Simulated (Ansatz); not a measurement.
**One shape, several levels: N2 (nitrogen)**

Aim: a comparison of 5 runs (B3LYP/STO-3G, BLYP/STO-3G, PBE/STO-3G, PBE0/STO-3G, RPA@PBE/STO-3G) of N2 (nitrogen). 

The results are computed with Ansatz 0.2.0.

29 further runs of the same task are left out: 15 that didn't finish, 14 set aside as unsound or not needed.

### 1 The structure to begin with

The species is N2 (2 atoms), meant as a singlet with charge 0. SMILES: `N#N`. The N2–N1 distance was set to 2.179 Å, away from the relaxed value.

### 2 The energy at B3LYP/STO-3G (run 1)

File input.yaml:

```yaml
basis:
  gaussian: {orbitals: STO-3G}
crystal:
  periodic: [false, false, false]
  atoms:
    - {symbol: "N", position_ang: [1.396486, -0.450895, 0.719393]}
    - {symbol: N, position_ang: [-0.465500, 0.150300, -0.239800]}
hamiltonian: {xc: {name: B3LYP}}
accuracy: high
```

Command:

```
$ ansatz run input.yaml --threads 1 --pin off --max-ram 2610MiB --events-out events.jsonl --progress --plain --runs-dir runs
```

Log:

```text
Warning: RAYON_NUM_THREADS=1 ignored (pool sized by the plan → 1); use --threads N
Functional definition: B3LYP
  name "B3LYP"
  parameter a0 = 0.2
  parameter ax = 0.72
  parameter ac = 0.81
  exchange = (1 - a0 - ax)*slater_x + ax*b88_x + a0*exact_x
  correlation = (1 - ac)*vwn_rpa_c + ac*lyp_c
149 factors; integrals over basis functions are off by at most 1.8e-8 eV
mean field evaluation 1: about -2927.8138 eV, gradient 7.3e-1 eV
mean field evaluation 2: about -2927.8158 eV, gradient 1.4e-1 eV
mean field evaluation 4: about -2927.7758 eV, gradient 6.7e-3 eV
mean field evaluation 8: about -2927.7758 eV, gradient 1.9e-8 eV
mean field -2927.77576354 eV, -107.5937747923 hartree, gradient 5.4e-8 eV, S^2 0.000000; 1 other end points of the search recorded, 0 dependent functions left out
reference -2927.77578184 eV, -107.5937754648 hartree; 7, 7 occupied and 3, 3 virtual orbitals, 149 factors
Total energy: -2927.77578184 eV, -107.5937754648 hartree
```

Wall time 0.28 s (1 thread of Intel Xeon Platinum 8375C at 2.90GHz (Ice Lake), shared host).

### 3 The energy at BLYP/STO-3G (run 2)

File job.yaml:

```yaml
basis:
  gaussian: {orbitals: STO-3G}
crystal:
  periodic: [false, false, false]
  atoms:
    - {symbol: N, position_ang: [1.396486, -0.450895, 0.719393]}
    - {symbol: N, position_ang: [-0.465500, 0.150300, -0.239800]}
magnetization: {spin_polarized: false, initial_magnetization: 0}
hamiltonian: {xc: {name: BLYP}}
accuracy: high
```

Command:

```
$ ansatz run job.yaml --threads 1 --pin off --max-ram 2610MiB --events-out events.jsonl --progress --plain --runs-dir runs
```

Log:

```text
Warning: RAYON_NUM_THREADS=1 ignored (pool sized by the plan → 1); use --threads N
Functional definition: BLYP
  name "BLYP"
  parameter beta = 0.0042
  parameter a = 0.04918
  parameter b = 0.132
  parameter c = 0.2533
  parameter d = 0.349
  exchange = b88_x(beta = beta)
  correlation = lyp_c(a = a, b = b, c = c, d = d)
149 factors; integrals over basis functions are off by at most 1.8e-8 eV
mean field evaluation 1: about -2929.2611 eV, gradient 1.5e0 eV
mean field evaluation 2: about -2929.2716 eV, gradient 7.0e-1 eV
mean field evaluation 4: about -2929.2260 eV, gradient 1.5e-1 eV
mean field evaluation 8: about -2929.2261 eV, gradient 4.7e-4 eV
mean field evaluation 16: about -2925.6698 eV, gradient 9.7e-1 eV
mean field -2929.22609455 eV, -107.6470734741 hartree, gradient 4.1e-9 eV, S^2 0.000000; 0 other end points of the search recorded, 0 dependent functions left out
reference -2929.22611963 eV, -107.6470743957 hartree; 7, 7 occupied and 3, 3 virtual orbitals, 149 factors
Total energy: -2929.22611963 eV, -107.6470743957 hartree
```

Wall time 0.3 s (1 thread of Intel Xeon Platinum 8375C at 2.90GHz (Ice Lake), shared host).

Runs 3 to 4 aren't shown in full; the table further down has their settings and results.

### 4 The energy at RPA@PBE/STO-3G (run 5)

File input.yaml:

```yaml
crystal:
  periodic: [false, false, false]
  atoms:
    - {symbol: "N", position_ang: [1.396486, -0.450895, 0.719393]}
    - {symbol: "N", position_ang: [-0.465500, 0.150300, -0.239800]}
basis:
  gaussian: {orbitals: STO-3G}
hamiltonian: {xc: {name: PBE}}
correlation: {method: rpa, frozen_orbitals: {"N": 1}}
accuracy: high
```

Command:

```
$ ansatz run input.yaml --threads 1 --pin off --max-ram 2610MiB --events-out events.jsonl --progress --plain --runs-dir runs
```

Log, cut to the lines that bear on the results:

```text
Warning: RAYON_NUM_THREADS=1 ignored (pool sized by the plan → 1); use --threads N
Functional definition: PBE
  name "PBE"
[...]
149 factors; integrals over basis functions are off by at most 1.8e-8 eV
[...]
mean field -2926.46102109 eV, -107.5454588984 hartree, gradient 7.0e-8 eV, S^2 0.000000; 0 other end points of the search recorded, 0 dependent functions left out; unrestricted orbitals would lower it
[...]
unrestricted determinant -2919.14651284 eV, -107.2766556784 hartree, S^2 2.8618
2 core orbitals not correlated: weight in the atoms' cores, before any rotation towards them, 1.000 or more for the frozen orbitals, at most 0.000 for the correlated occupied ones
reference -2905.10193545 eV, -106.7605269788 hartree; 5, 5 occupied and 3, 3 virtual orbitals, 149 factors
Total energy: -2922.53441402 eV, -107.4011587504 hartree
```

Wall time 0.38 s (1 thread of Intel Xeon Platinum 8375C at 2.90GHz (Ice Lake), shared host).

### 5 All runs side by side

| run | level | frozen core orbitals | energy (Eh) | wall time |
| --- | --- | --- | --- | --- |
| 1 | B3LYP/STO-3G | – | -107.593775 | 0.28 s |
| 2 | BLYP/STO-3G | – | -107.647074 | 0.3 s |
| 3 | PBE/STO-3G | – | -107.545459 | 0.3 s |
| 4 | PBE0/STO-3G | – | -107.458716 | 0.34 s |
| 5 | RPA@PBE/STO-3G | 2 | -107.401159 | 0.38 s |

### 6 Summary of results

```
                               quantity          value
                    run 5: total energy  -107.40116 Eh
run 5: RPA correlation energy (valence)     -640.6 mEh
```

Totals of different functionals can't be ranked against each other. In run 5 the log says that unrestricted orbitals would lower the reference, so the values rest on an unstable closed-shell determinant (other closed-shell runs at this shape may share the fault). In runs 1, 2, 3, 4, 5 the basis is minimal, so the values are rough. All runs together took 1.6 s, the longest 0.38 s.
